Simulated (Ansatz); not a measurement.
Input file:

```yaml
crystal:
  periodic: [false, false, false]
  atoms:
    - {symbol: B, position_ang: [0.000000, 0.000000, 0.000000]}
    - {symbol: S, position_ang: [0.000000, 0.000000, 1.703300]}
basis:
  gaussian: {orbitals: pcseg-2}
total_charge: 1
magnetization: {spin_polarized: true, initial_magnetization: 2}
correlation: {method: ccsd_t, electrons: outside_noble_gas}
accuracy: high
```

```sh
$ ansatz run in.yaml --threads 1 --pin off --events-out ev --progress --plain --max-ram 2393MiB
```

Question: Roughly how long does this take on 1 thread of Intel Xeon Platinum 8259CL, shared host, and how much host memory?

Answer: 6.5 s wall and 0.31 GiB.

```
903 factors; integrals over basis functions are off by at most 3.7e-9 eV
mean field evaluation 1: about -11476.6427 eV, gradient 1.3e1 eV
mean field evaluation 2: about -11476.6520 eV, gradient 1.3e1 eV
mean field evaluation 4: about -11478.1552 eV, gradient 2.5e0 eV
mean field evaluation 8: about -11478.3140 eV, gradient 2.7e-1 eV
mean field evaluation 16: about -11478.3187 eV, gradient 4.0e-8 eV
mean field evaluation 32: about -11478.3187 eV, gradient 7.7e-6 eV
mean field evaluation 64: about -11475.5695 eV, gradient 3.9e-4 eV
mean field evaluation 96: about -11478.3180 eV, gradient 9.1e-2 eV
mean field evaluation 128: about -11474.7440 eV, gradient 2.4e-3 eV
mean field -11478.31867757 eV, -421.8204311169 hartree, gradient 4.0e-8 eV, S^2 2.017807; 3 other end points of the search recorded, 0 dependent functions left out
determinant -11478.31867757 eV, -421.8204311169 hartree, with singles and doubles -11483.71639197 eV, -422.0187934622 hartree
determinant -11475.56950345 eV, -421.7194008312 hartree, with singles and doubles -11481.17398046 eV, -421.9253615628 hartree
6 core orbitals not correlated: weight in the atoms' cores, before any rotation towards them, 1.000 or more for the frozen orbitals, at most 0.000 for the correlated occupied ones
reference -11478.31867757 eV, -421.8204311169 hartree; 5, 3 occupied and 53, 55 virtual orbitals, 903 factors
second order -4.64886070 eV of doubles, -0.00000000 eV of singles
cycle   1  -5.36340423 eV  change   -2.0e-1 eV  update   2.0e-2
...
cycle  16  -5.38978119 eV  change   2.6e-10 eV  update   5.8e-8
cycle  17  -5.38978117 eV  change    2.0e-8 eV  update   3.7e-8
cycle  18  -5.38978116 eV  change    8.9e-9 eV  update   2.1e-8
cycle  19  -5.38978087 eV  change    2.9e-7 eV  update   1.1e-7
cycle  20  -5.38978084 eV  change    2.4e-8 eV  update   4.0e-8
cycle  21  -5.38978082 eV  change    2.3e-8 eV  update   1.5e-8
cycle  22  -5.38978082 eV  change   7.9e-10 eV  update   7.4e-9
cycle  23  -5.38978082 eV  change    2.4e-9 eV  update   3.7e-9
cycle  24  -5.38978082 eV  change  -3.6e-10 eV  update   1.6e-9
cycle  25  -5.38978082 eV  change   2.1e-10 eV  update  6.8e-10
perturbative correction -0.28632022 eV, -0.0105220740 hartree
Total energy: -11483.99477861 eV, -422.0290239826 hartree
```
